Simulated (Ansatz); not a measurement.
Reaction (isomerisation): `N=C(Cl)CO` → `C/N=C(/O)Cl`

Gas-phase electronic energies from Ansatz, PBE0-D4/def2-TZVP geometries. CBS: MP2 limit from def2 TZ/QZ plus the TZ coupled-cluster correction, frozen cores. DFT in def2-TZVPP. B3LYP here is the variant with VWN-RPA as its local correlation; programs differ in this. HSE06 is defined as in plane-wave codes. One conformer a species, not always the lowest.

Is it downhill or uphill in electronic energy at CCSD(T)/CBS, and by how much? (An estimate is asked.)

Computed: Downhill: ΔE = -5.8 kJ/mol.

What do these levels give: BLYP-D4, PBE0-D4, r2SCANh-D4, HSE06-D4, CAM-B3LYP-D4, ωB97X-V, B2PLYP, revPBE, B3LYP, CCSD/def2-SVP, MP2/def2-QZVPP, MP2/CBS(def2)? (Estimate.)

Ansatz gave: BLYP-D4 -14.2, PBE0-D4 -13.3, r2SCANh-D4 -13.9, HSE06-D4 -13.4, CAM-B3LYP-D4 -12.5, ωB97X-V -11.2, B2PLYP -12.1, revPBE -15.5, B3LYP -13.2, CCSD/def2-SVP -15.5, MP2/def2-QZVPP -10.2, MP2/CBS(def2) -9.7 kJ/mol.

Largest T1 diagnostic among the species: 0.013.

From BLYP to BHLYP (50 % exact exchange), in def2-TZVPP and without D4, ΔE moves by +4.4 kJ/mol. Leaving LDA and LC-ωPBE aside and taking each functional with its dispersion term where it has one, the values, not all of them listed here, spread over 6.0 kJ/mol, from PBE-D4 to ωB97M-V.
